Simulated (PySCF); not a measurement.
H4N2, SMILES NN (connectivity only; charge and spin as stated), charge +1, multiplicity 2.

Coordinates come from a PBE-D3(BJ)/def2-TZVP optimisation. The geometry has at least one imaginary mode, so it is a saddle point at that level. The spin state was assumed, not searched.

Method: PBE-D3(BJ)/def2-TZVP in PySCF.

Frequencies are harmonic and unscaled.

Computed vibrational spectrum:
```tsv
mode	ν (cm⁻¹)	IR (km/mol)	moving atoms (share of kinetic energy)
1	195i	0.0	H 69 %, N 31 %
2	401	458.0	H 87 %, N 13 %
3	535	0.0	H 100 %
4	1002	15.4	H 97 %
5	1355	0.0	H 69 %, N 31 %
6	1395	0.0	N 75 %, H 25 %
7	1572	114.8	H 91 %, N 9 %
8	1648	0.0	H 80 %, N 20 %
9	3435	258.1	H 97 %
10	3452	0.0	H 95 %
11	3560	0.0	H 89 %, N 11 %
12	3581	384.6	H 90 %, N 10 %
```
